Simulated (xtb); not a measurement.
Species: C$_{3}$H$_{9}$N, SMILES `CN(C)C` (charge 0, multiplicity 1).

**Question.** Give a relaxed geometry from GFN2-xTB (xtb).

**Answer.** the end point of this relaxation (outside a Z-matrix the atoms follow the SMILES, hydrogens last).
Bonds (Å): C1–N2 1.447, C1–H5 1.103, C1–H6 1.089, C1–H7 1.089, N2–C3 1.447, N2–C4 1.447, C3–H8 1.089, C3–H9 1.089, C3–H10 1.103, C4–H11 1.089, C4–H12 1.103, C4–H13 1.089. Bond angles (°): N2–C1–H5 112.8, N2–C1–H6 109.1, N2–C1–H7 109.1, H5–C1–H6 108.6, H5–C1–H7 108.6, H6–C1–H7 108.6, C1–N2–C3 111.3, C1–N2–C4 111.3, C3–N2–C4 111.3, N2–C3–H8 109.1, N2–C3–H9 109.1, N2–C3–H10 112.8, H8–C3–H9 108.6, H8–C3–H10 108.6, H9–C3–H10 108.6, N2–C4–H11 109.1, N2–C4–H12 112.8, N2–C4–H13 109.1, H11–C4–H12 108.6, H11–C4–H13 108.6, H12–C4–H13 108.6.
